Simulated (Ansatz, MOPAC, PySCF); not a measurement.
Scan of H₂N, doublet: symmetric bend, bond length relaxed. Scanned: H-N-H angle. Other coordinates (N-H bond length) were minimised at PBE0/def2-TZVP.

PM6, unrestricted, heats of formation (MOPAC); UKS-B3LYP/6-31G* = unrestricted B3LYP/6-31G*, spherical d (PySCF); UKS-B3LYP/3-21G = unrestricted B3LYP/3-21G run with PySCF; FCI/cc-pVDZ = full CI/cc-pVDZ, frozen core (Ansatz, a quantum-chemistry and plane-wave program).

Energies relative to the lowest point of each profile, in kJ/mol; the last columns give the difference from FCI:

```csv
a / °,PM6,UKS-B3LYP/6-31G*,UKS-B3LYP/3-21G,FCI/cc-pVDZ,PM6 − FCI/cc-pVDZ,UKS-B3LYP/6-31G* − FCI/cc-pVDZ,UKS-B3LYP/3-21G − FCI/cc-pVDZ
180,120.1,150.7,140.0,164.2,-44.0,-13.5,-24.2
173.90,117.9,148.4,138.2,161.6,-43.7,-13.2,-23.5
163.11,103.9,133.9,126.2,145.5,-41.7,-11.7,-19.3
156.85,91.0,120.1,114.6,130.5,-39.5,-10.3,-15.9
148.73,71.2,98.3,95.3,106.8,-35.6,-8.5,-11.5
139.36,47.3,70.4,69.4,76.9,-29.6,-6.5,-7.5
132.57,31.1,50.3,50.0,55.6,-24.5,-5.3,-5.6
122.91,12.7,25.3,25.3,29.1,-16.4,-3.7,-3.8
116.18,4.2,12.0,11.9,14.7,-10.5,-2.7,-2.8
107.07,0.0,1.5,1.3,2.5,-2.5,-1.1,-1.3
101.82,1.8,0.0,0.0,0.0,1.8,0.0,0.0
91.12,16.1,9.1,10.1,6.3,9.9,2.9,3.9
82.05,40.2,30.9,33.2,24.8,15.5,6.1,8.4
74.84,67.8,58.1,61.3,48.9,18.9,9.2,12.4
66.68,109.0,99.7,103.0,86.9,22.0,12.8,16.1
60,151.5,142.5,144.3,127.0,24.5,15.4,17.3
```

PM6 is furthest from FCI/cc-pVDZ at 180 (-44.0 kJ/mol, below); its mean absolute difference over the points is 23.8 kJ/mol.

UKS-B3LYP/6-31G* is furthest from FCI/cc-pVDZ at 60 (15.4 kJ/mol, above); its mean absolute difference over the points is 7.7 kJ/mol.

UKS-B3LYP/3-21G is furthest from FCI/cc-pVDZ at 180 (-24.2 kJ/mol, below); its mean absolute difference over the points is 10.8 kJ/mol.
